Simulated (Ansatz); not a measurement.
Relaxation of H₇NOSi (10 atoms, charge 0, multiplicity 1), to a largest force component of 0.03 eV/Å in at most 50 steps.

Computed with RKS PBE0-D4/def2-SVPD in Ansatz 0.2.0.

```xyz
10
Properties=species:S:1:pos:R:3
Si -0.100 0.161 0.068
O -0.104 0.141 1.751
H -0.962 0.183 2.186
H 1.336 0.243 -0.285
N -0.914 1.498 -0.659
H -1.894 1.468 -0.910
H -0.563 2.445 -0.596
H -0.783 -1.054 -0.456
H 1.257 -2.022 0.784
H 1.074 -1.704 1.400
```

Task: Where does it end, and by what steps?

Result: The forces met the threshold. The force dipped under the threshold on the way, but the program's further checks kept it going. After 10 steps the energy has fallen by 0.161 eV; H9 moved furthest, 0.82 Å.

```tsv
step	energy less start (eV)	largest force component (eV/Å)	accepted
0	0.0000	1.482	yes
1	-0.1095	0.128	yes
2	-0.1436	0.049	yes
3	-0.1545	0.215	yes
4	-0.1522	0.174	no
5	-0.1578	0.082	yes
6	-0.1587	0.177	yes
7	-0.1598	0.157	yes
8	-0.1606	0.013	yes
9	-0.1608	0.113	yes
10	-0.1612	0.020	yes
```

```xyz
10
Properties=species:S:1:pos:R:3
Si -0.162 0.323 0.006
O -0.107 0.263 1.684
H -0.942 0.210 2.155
H 1.277 0.401 -0.351
N -1.029 1.648 -0.670
H -1.968 1.556 -1.027
H -0.731 2.611 -0.604
H -0.837 -0.894 -0.530
H 1.561 -2.691 1.141
H 1.284 -2.067 1.479
```

Time of the run: 16 s on 4 threads of Arm Neoverse V1 (shared host), peak memory 0.24 GiB.
